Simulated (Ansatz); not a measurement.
Molecular dynamics of AlClH4

input.yaml

```yaml
crystal:
  periodic: [false, false, false]
  atoms:
    - { symbol: Al, position_ang: [0.009684, -0.105674, 0.031045] }
    - { symbol: H, position_ang: [0.015195, 0.088256, 1.677002] }
    - { symbol: H, position_ang: [1.400582, 0.149656, -0.640136] }
    - { symbol: H, position_ang: [-1.401675, 0.073058, -0.621925] }
    - { symbol: Cl, position_ang: [0.07662, -2.410204, 0.97305] }
    - { symbol: H, position_ang: [0.048693, -1.175892, 1.678964] }
basis:
  gaussian: { orbitals: def2-SVP }
hamiltonian:
  xc: { name: BHLYP }
  dispersion: d4
md:
  timestep: 0.5
  n_steps: 200
  ensemble: nve
  temperature: 100.0
  initial_velocities: maxwell_boltzmann
  seed: 6549
```

Run as:

```bash
$ ansatz run input.yaml --threads 1 --pin off --max-ram 2048MiB --backend cpu --events-out ev --progress --plain --runs-dir out
```

It starts at the highest image of a converged band, a first-order saddle point between two minima.

Output, in part (step lines, the closing report, with atoms numbered from 0):

```
md step     0: t =     0.00 fs  T =   100.0 K  F+E_penalty+E_count = -19177.98586266 eV  E_kin = 0.051704 eV  conserved = -19177.93415867 eV  (20 SCF iters)
md step     1: t =     0.50 fs  T =    99.2 K  F+E_penalty+E_count = -19177.98545337 eV  E_kin = 0.051297 eV  conserved = -19177.93415626 eV  (20 SCF iters)
md step     2: t =     1.00 fs  T =    96.9 K  F+E_penalty+E_count = -19177.98426821 eV  E_kin = 0.050118 eV  conserved = -19177.93415044 eV  (20 SCF iters)
md step     3: t =     1.50 fs  T =    93.3 K  F+E_penalty+E_count = -19177.98239900 eV  E_kin = 0.048257 eV  conserved = -19177.93414199 eV  (20 SCF iters)
md step     4: t =     2.00 fs  T =    88.7 K  F+E_penalty+E_count = -19177.97998139 eV  E_kin = 0.045850 eV  conserved = -19177.93413171 eV  (20 SCF iters)
md step     5: t =     2.50 fs  T =    83.3 K  F+E_penalty+E_count = -19177.97717929 eV  E_kin = 0.043059 eV  conserved = -19177.93412071 eV  (20 SCF iters)
md step     6: t =     3.00 fs  T =    77.5 K  F+E_penalty+E_count = -19177.97416666 eV  E_kin = 0.040056 eV  conserved = -19177.93411027 eV  (20 SCF iters)
md step     7: t =     3.50 fs  T =    71.6 K  F+E_penalty+E_count = -19177.97110888 eV  E_kin = 0.037007 eV  conserved = -19177.93410138 eV  (20 SCF iters)
[... lines left out ...]
Total energy: -19178.95634133 eV, -704.8136455803 hartree
Atom 0 at     0.020961    -0.369412     0.004711 Å, force    -0.189150    -1.833786     1.658478 eV/Å
Atom 1 at    -0.027988     4.236966     5.093291 Å, force    -0.666044    -2.968344    -0.103858 eV/Å
Atom 2 at     1.414255     0.320869     0.122983 Å, force     0.014171     0.100489    -0.399148 eV/Å
Atom 3 at    -1.420210     0.271532     0.005261 Å, force     0.237043    -0.049763    -0.382829 eV/Å
Atom 4 at     0.067309    -2.510915     0.758663 Å, force    -0.062017     1.783313    -0.876455 eV/Å
Atom 5 at     0.122363     4.907158     5.116976 Å, force     0.665996     2.968091     0.103813 eV/Å
Dipole moment:    -0.003911     0.441237    -0.350266 e Å
```

The steps, from the saved trajectory:

```tsv
time (fs)	T (K)	potential energy less start (eV)	conserved less start (meV/atom)
0.0	100	0.000	0.00
3.0	77	0.012	0.01
6.0	48	0.027	0.01
9.0	34	0.034	0.01
12.0	45	0.029	0.02
15.0	103	-0.001	0.01
18.0	217	-0.060	0.03
21.0	477	-0.195	-0.08
24.0	682	-0.300	0.18
27.0	1334	-0.639	-0.07
30.0	1957	-0.962	-0.25
33.0	2296	-1.136	-0.08
36.0	2424	-1.201	0.11
39.0	2685	-1.339	-0.44
42.0	2697	-1.346	-0.48
45.0	2444	-1.212	-0.05
48.0	2175	-1.071	0.29
51.0	1897	-0.929	0.11
54.0	1856	-0.911	-0.50
57.0	1859	-0.913	-0.50
60.0	1901	-0.931	0.02
63.0	2109	-1.037	0.34
66.0	2307	-1.141	0.07
69.0	2515	-1.252	-0.55
72.0	2464	-1.226	-0.55
75.0	2173	-1.072	0.01
78.0	1929	-0.943	0.36
81.0	1765	-0.860	0.11
84.0	1787	-0.875	-0.51
87.0	1757	-0.860	-0.51
90.0	1669	-0.811	0.00
93.0	1695	-0.822	0.34
96.0	1811	-0.884	0.12
99.0	2093	-1.034	-0.52
```

All steps were run. The conserved energy stayed within 0.56 meV per atom of its start (net change 0.27 meV per atom), so the integration is sound. The system heated up, since it started high on the potential surface and ran downhill. A run of 0.1 ps of so small a system gives no equilibrium averages. The orbitals stay closed-shell, which can raise the energy where a bond breaks towards radicals; this wasn't checked here.

The step under study would form Al1–Cl5, H2–H6 and break Al1–H2, Cl5–H6. These pairs go: Al1–Cl5 2.49 → 2.27 Å, H2–H6 1.26 → 0.69 Å, Al1–H2 1.66 → 6.86 Å, Cl5–H6 1.42 → 8.60 Å. In the last frame they stand as after the step (other bonds may differ from the relaxed reactants and products). It ends as AlClH2 + H2. Pairs count as bonded within 1.25 times the sum of covalent radii (0.12 Å more for H–H).

Last frame:

```xyz
6
Properties=species:S:1:pos:R:3
Al 0.021 -0.369 0.005
H -0.028 4.237 5.093
H 1.414 0.321 0.123
H -1.420 0.272 0.005
Cl 0.067 -2.511 0.759
H 0.122 4.907 5.117
```

The run took 4.3 min on 1 thread of Arm Neoverse V1 (shared host), peak memory 0.1 GiB.
